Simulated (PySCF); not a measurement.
Two-photon absorption: 2-fluoro-2-methylbutane (SMILES CCC(C)(C)F)

Molfile (atoms numbered from 1):
```
C5H11F
     RDKit          3D

 17 16  0  0  0  0  0  0  0  0999 V2000
    2.0048   -0.7353    0.0507 C   0  0  0  0  0  0  0  0  0  0  0  0
    0.9102    0.1490    0.6251 C   0  0  0  0  0  0  0  0  0  0  0  0
   -0.3071    0.3261   -0.2811 C   0  0  0  0  0  0  0  0  0  0  0  0
   -0.9813   -0.9855   -0.6446 C   0  0  0  0  0  0  0  0  0  0  0  0
   -1.2936    1.3153    0.3131 C   0  0  0  0  0  0  0  0  0  0  0  0
    0.1558    0.8863   -1.4766 F   0  0  0  0  0  0  0  0  0  0  0  0
    1.6905   -1.7862   -0.0347 H   0  0  0  0  0  0  0  0  0  0  0  0
    2.9017   -0.7118    0.6867 H   0  0  0  0  0  0  0  0  0  0  0  0
    2.2907   -0.3846   -0.9516 H   0  0  0  0  0  0  0  0  0  0  0  0
    1.3159    1.1553    0.8191 H   0  0  0  0  0  0  0  0  0  0  0  0
    0.5652   -0.2381    1.5983 H   0  0  0  0  0  0  0  0  0  0  0  0
   -0.2951   -1.6308   -1.2098 H   0  0  0  0  0  0  0  0  0  0  0  0
   -1.8639   -0.7961   -1.2724 H   0  0  0  0  0  0  0  0  0  0  0  0
   -1.3044   -1.5237    0.2586 H   0  0  0  0  0  0  0  0  0  0  0  0
   -1.7392    0.9186    1.2369 H   0  0  0  0  0  0  0  0  0  0  0  0
   -0.7907    2.2646    0.5482 H   0  0  0  0  0  0  0  0  0  0  0  0
   -2.1017    1.5196   -0.4039 H   0  0  0  0  0  0  0  0  0  0  0  0
  1  2  1  0
  2  3  1  0
  3  4  1  0
  3  5  1  0
  3  6  1  0
  1  7  1  0
  1  8  1  0
  1  9  1  0
  2 10  1  0
  2 11  1  0
  4 12  1  0
  4 13  1  0
  4 14  1  0
  5 15  1  0
  5 16  1  0
  5 17  1  0
M  END
```

Theory: TDDFT CAM-B3LYP/def2-TZVPD excited states, vertical, gas phase (PySCF 2.14.0). Geometry: PBE0-D3(BJ)/def2-SVP.

Question: How strongly do the lowest singlets absorb one photon, and two photons of half the energy?

Answer: δ for parallel linear polarisation; σ at the peak of a Lorentzian of half width 0.1 eV, single beam; Ω is circular over linear.
```csv
state,E (eV),f,photon λ (nm),δ (au),σ (GM),Ω,main
S1,8.40,0.015,295,13.9,0.36,1.25,HOMO→LUMO 0.92
S2,8.56,0.026,290,21.3,0.57,0.34,HOMO−1→LUMO 0.91
S3,9.00,0.007,276,15.7,0.47,1.44,HOMO−2→LUMO 0.70
S4,9.16,0.054,271,8.58,0.26,0.70,HOMO→LUMO+1 0.89
S5,9.28,0.018,267,94.1,2.97,0.47,HOMO→LUMO+2 0.81
S6,9.35,0.056,265,82.2,2.63,0.26,HOMO−1→LUMO+1 0.73
```
